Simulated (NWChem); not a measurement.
System meant: P anion, triplet

Here is an NWChem input.

```
start job
memory heap 200 mb stack 900 mb global 1100 mb
charge -1
geometry units angstroms noautoz
  P      0.000000     0.000000     0.000000
end
basis spherical
  P library def2-svp
end
dft
  odft
  mult 3
  xc pbe0
  iterations 4
  mulliken
end
task dft energy
```

End of the output:

```
    Atom       Charge   Shell Charges
 -----------   ------   -------------------------------------------------------
    1 P   15     2.00   0.00  0.00  0.01 -0.01  0.01  0.59  1.40  0.00

     -------------------------------------------
      Total Density - Lowdin Population Analysis
     -------------------------------------------

    Atom       Charge   Shell Charges
 -----------   ------   -------------------------------------------------------
    1 P   15    16.00   2.00  1.96  1.05  0.99  5.81  1.50  2.70  0.00

     ------------------------------------------
      Spin Density - Lowdin Population Analysis
     ------------------------------------------

    Atom       Charge   Shell Charges
 -----------   ------   -------------------------------------------------------
    1 P   15     2.00   0.00  0.00  0.00 -0.01  0.04  0.63  1.33  0.00

   alpha - beta orbital overlaps
   -----------------------------

   alpha      1      2      3      4      5      6      7      8      9     10
    beta      1      2      4      3      5      6      8      9      7     10
 overlap   1.000  1.000  0.998  0.998  1.000  0.999  0.978  0.978  1.000  1.000

   alpha     11     12     13     14     15     16     17     18
    beta     12     13     18     17     11     14     15     16
 overlap   0.981  0.981  1.000  1.000  1.000  1.000  1.000  0.999

     --------------------------
     Expectation value of S2:
     --------------------------
      <S2> =      2.0026 (Exact =     2.0000)

 ------------------------------------------------------------------------
 dft energy failed                                                                                  0
 ------------------------------------------------------------------------
 ------------------------------------------------------------------------
  current input line :
    17: task dft energy
 ------------------------------------------------------------------------
 ------------------------------------------------------------------------
 This type of error is most commonly associated with calculations not reaching convergence criteria
 ------------------------------------------------------------------------
 For more information see the NWChem manual at https://nwchemgit.github.io

0:dft energy failed:Received an Error in Communication
```

### Question
Can this run be used? If not, why, and what is the fix?

### Answer
The run did not converge; its last values are not results. Cause: the SCF was allowed too few iterations. This input runs:
```
start job
memory heap 200 mb stack 900 mb global 1100 mb
charge -1
geometry units angstroms noautoz
  P      0.000000     0.000000     0.000000
end
basis spherical
  * library def2-svp
end
dft
  odft
  mult 3
  xc pbe0
  iterations 150
  mulliken
end
task dft energy
```
It converges to -341.01230 Ha (PBE0/def2-SVP, spin-unrestricted).
